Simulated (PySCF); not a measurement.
Ionising AlH

RHF-MP2; basis Al def2-TZVPPD, H def2-TZVPPD; no relativity; PySCF 2.14. Neutral (RHF): singlet (closed shell), Re = 1.646 Å, ωe = 1715 cm⁻¹, De = 3.00 eV.

AlH⁺ (UHF): doublet (σ ↑), Re = 1.584 Å, ωe = 1849 cm⁻¹, De = 0.80 eV to Al⁺ + H. The energies at the minima are -242.52030 hartree for AlH and -242.22578 for AlH⁺.

Problem. Work out the adiabatic ionisation energy, without and with harmonic zero-point energies (1 hartree = 27.2114 eV, 1 eV = 8065.5 cm⁻¹), and the change of the bond length.

Solution. At MP2: 0.29452 hartree = 8.014 eV between the minima; the zero-point term (1849.0 − 1715.0)/2 cm⁻¹ = +0.008 eV makes it 8.023 eV. Re changes by -6.2 pm against the neutral. The electron leaves a σ orbital, and the shorter bond of the ion fits an antibonding orbital, or a change in how ionic the bond is.

Correlated steps freeze 5 core orbitals. For an ion De counts to the pair picked by the measured ionisation energies or electron affinities, which need not be the lowest pair at this level. Where the molecule has an RHF reference, its open-shell atoms are computed with UHF. States were picked by a PBE0 search and need not be the measured ground states.

Neutral and ion stand on different kinds of reference determinant, which adds to the error of the difference.
